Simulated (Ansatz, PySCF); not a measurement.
Dimer: H2S (SMILES S) (first 3 atoms) with H2S (SMILES S); geometry from NCB31 set.
(charge 0, multiplicity 1):
```json
[
 {"atom": "S", "x (Å)": "-2.0310", "y (Å)": "0.1032", "z (Å)": "-0.0008"},
 {"atom": "H", "x (Å)": "-1.9340", "y (Å)": "-0.8185", "z (Å)": "0.9697"},
 {"atom": "H", "x (Å)": "-1.9405", "y (Å)": "-0.8366", "z (Å)": "-0.9543"},
 {"atom": "S", "x (Å)": "2.0798", "y (Å)": "-0.0851", "z (Å)": "0.0002"},
 {"atom": "H", "x (Å)": "2.3392", "y (Å)": "1.2310", "z (Å)": "-0.0022"},
 {"atom": "H", "x (Å)": "0.7538", "y (Å)": "0.1341", "z (Å)": "-0.0035"}
]
```

Basis-set superposition error: the interaction energy with monomers in their own basis, and in the dimer's basis (counterpoise).

Programs: Ansatz (a first-principles code); PySCF for 6-31G* rows. 

```json
[
 {"level": "HF/aug-cc-pV(T+d)Z", "uncorrected (meV)": "3.5", "counterpoise (meV)": "5.8", "difference": "2.3"},
 {"level": "SVWN5/def2-TZVPPD", "uncorrected (meV)": "-147.2", "counterpoise (meV)": "-142.7", "difference": "4.5"},
 {"level": "PBE/def2-TZVPPD", "uncorrected (meV)": "-73.7", "counterpoise (meV)": "-70.7", "difference": "3.0"},
 {"level": "r2SCAN/def2-TZVPPD", "uncorrected (meV)": "-67.6", "counterpoise (meV)": "-65.2", "difference": "2.5"},
 {"level": "B2PLYP/def2-TZVPPD", "uncorrected (meV)": "-53.5", "counterpoise (meV)": "-46.9", "difference": "6.6"},
 {"level": "MP2/6-31G*", "uncorrected (meV)": "-56.9", "counterpoise (meV)": "-32.6", "difference": "24.3"},
 {"level": "MP2/aug-cc-pV(T+d)Z", "uncorrected (meV)": "-91.0", "counterpoise (meV)": "-75.5", "difference": "15.5"},
 {"level": "SCS-MP2/aug-cc-pV(D+d)Z", "uncorrected (meV)": "-78.8", "counterpoise (meV)": "-44.5", "difference": "34.3"},
 {"level": "SCS-MP2/aug-cc-pV(T+d)Z", "uncorrected (meV)": "-71.6", "counterpoise (meV)": "-54.4", "difference": "17.2"},
 {"level": "CCSD/aug-cc-pV(T+d)Z", "uncorrected (meV)": "-66.2", "counterpoise (meV)": "-52.8", "difference": "13.4"}
]
```

The error is largest for SCS-MP2/aug-cc-pV(D+d)Z (34.3 meV) and smallest for HF/aug-cc-pV(T+d)Z (2.3 meV).
